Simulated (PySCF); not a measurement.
Gas-phase reaction: 4 SiHCl₂ + 2 HCl + SiH₄ = 5 SiH₂Cl₂

Method: PySCF energies (xtb for GFN2) plus ideal-gas RRHO corrections (1 bar). † marks an energy on the PBE0/def2-TZVP geometry and frequencies; other levels use their own. MP2 and CCSD(T) freeze the core. Open shells (unrestricted): SiHCl₂ (multiplicity 2); the rest are closed-shell singlets. GFN2 has no spin-polarisation term. B3LYP is the form with VWN-RPA correlation. SiHCl₂: computed as isolated molecules; such fragments, hydroxides, amides, oligomers or adducts are transient or little studied in the gas. MP2 isn't extrapolated to the basis-set limit; its ΔH°(298 K) is -803.0 kJ in def2-SVP and -837.3 kJ in def2-TZVPP. CCSD(T) isn't extrapolated to the basis-set limit; its ΔH°(298 K) is -782.3 kJ in def2-SVP and -812.3 kJ in def2-TZVPP. The harmonic model lacks anharmonicity and excited electronic states, which grow with temperature; levels with a mode under 35 cm⁻¹ are left out.

| level | ΔE electronic, kJ | ΔH°(298 K), kJ | ΔS°(298 K), J/K | ΔG°(1800 K), kJ |
|---|---|---|---|---|
| B3LYP/def2-TZVP† | -783 | -761 | -330 | -175 |
| BLYP/def2-TZVP† | -741 | -719 | -330 | -133 |
| CCSD(T)/def2-TZVPP† | -834 | -812 | -330 | -226 |
| GFN2-xTB | -961 | -941 | -324 | -375 |
| HF/def2-TZVP† | -720 | -698 | -330 | -112 |
| M06-2X/def2-TZVP† | -826 | -804 | -330 | -218 |
| MP2/def2-SVP† | -825 | -803 | -330 | -217 |
| PBE/def2-SVP | -757 | -735 | -331 | -148 |
| PBE0/def2-QZVP† | -787 | -765 | -330 | -179 |
| PBE0/def2-TZVP | -793 | -771 | -330 | -185 |
| r2SCAN/def2-TZVP† | -787 | -765 | -330 | -179 |
ΔH° is lowest at GFN2-xTB and highest at HF/def2-TZVP†. No reference value is set beside these.
